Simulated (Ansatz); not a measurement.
**What a trial cell of CsHf2Os relaxes into**

The calculation used DFT PBE, scalar-relativistic, plane waves, PAW (Ansatz). Cutoff 420 eV, Γ-centred k mesh, Gaussian smearing, no spin polarisation in the final step.

This is the end of a relaxation of cell and atoms.

```yaml
crystal:
  lattice:
    - [4.16392, 0.00000, 0.00000]
    - [-2.08196, 3.60606, 0.00000]
    - [0.00000, 0.00000, 18.07412]
  atoms:
    - { symbol: Cs, position: [0.33333, 0.66667, 0.75000] }
    - { symbol: Cs, position: [0.66667, 0.33333, 0.25000] }
    - { symbol: Hf, position: [0.33333, 0.66667, 0.43997] }
    - { symbol: Hf, position: [0.66667, 0.33333, 0.93997] }
    - { symbol: Hf, position: [0.66667, 0.33333, 0.56003] }
    - { symbol: Hf, position: [0.33333, 0.66667, 0.06003] }
    - { symbol: Os, position: [0.00000, 0.00000, 0.50000] }
    - { symbol: Os, position: [0.00000, 0.00000, 0.00000] }
```

The zero of energy is the elements' standard structures at the same level; no fitted shifts are applied.

**Question.** What space group does it have?

**Answer.** P6_3/mmc (No. 194). Conventional cell: a = 4.164 Å, c = 18.074 Å. Cs has 6 Cs at 4.16 Å and 6 Hf at 4.19 Å; Hf has 3 Os at 2.64 Å and 3 Hf at 3.24 Å; Os has 6 Hf at 2.64 Å.

**Question.** What is its formation energy per atom?

**Answer.** 0.33 eV/atom.

**Question.** Is it a metal?

**Answer.** Yes, bands cross the Fermi level on the 12×12×2 mesh.

The final run used a 12×12×2 mesh on its 8-atom cell and 0.10 eV smearing. For metals, differences of a few meV/atom aren't resolved. Spin–orbit coupling is left out. The cell came from a trial start, so CsHf2Os may not exist in this structure.

Cost: 3 runs of about 6.6 core-minutes in all, on Intel Xeon Platinum 8259CL (Skylake/Cascade Lake) (shared hosts).